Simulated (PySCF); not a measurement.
Tetrahydroborate, BH4 (charge -1).
SMILES with atom numbers: `[BH4-:1]` (hydrogens: H2, H3, H4, H5 on B1)

Level: PBE0/pcSseg-1 in PySCF, non-relativistic, on one gas-phase PBE0-D3(BJ)/def2-SVP geometry that isn't relaxed in the solvent. The solvent is an IEF-PCM continuum (van der Waals radii × 1.2). Specific hydrogen bonds and non-electrostatic terms are outside this model.

| run | E − E(gas) (kcal/mol) | HOMO (eV) | HOMO–LUMO gap (eV) |
| --- | --- | --- | --- |
| gas | 0.00 | -1.80 | 10.03 |
| P | -58.15 | -6.92 | 10.43 |
| Q | -51.59 | -6.35 | 10.38 |
| R | -64.63 | -7.49 | 10.47 |

Q: The runs were made in chloroform, dichloromethane and water. Which run belongs to which solvent?

A: P = dichloromethane, Q = chloroform, R = water. The dielectric constants are 4.711 (chloroform), 8.93 (dichloromethane), 78.36 (water), and the energy falls further as ε rises. In this model the ground state sees the solvent through ε alone.

Q: How constant is the ratio of the lowering to 1 − 1/ε?

A: 
```tsv
solvent	1 − 1/ε	E − E(gas) (kcal/mol)	ratio (kcal/mol)	polarisation term (kcal/mol)
chloroform	0.788	-51.59	-65.5	-51.66
dichloromethane	0.888	-58.15	-65.5	-58.24
water	0.987	-64.63	-65.5	-64.74
```

The ratio changes by 0.0 % in size from chloroform to water. The polarisation term is half the interaction of the solute with the induced surface charges.
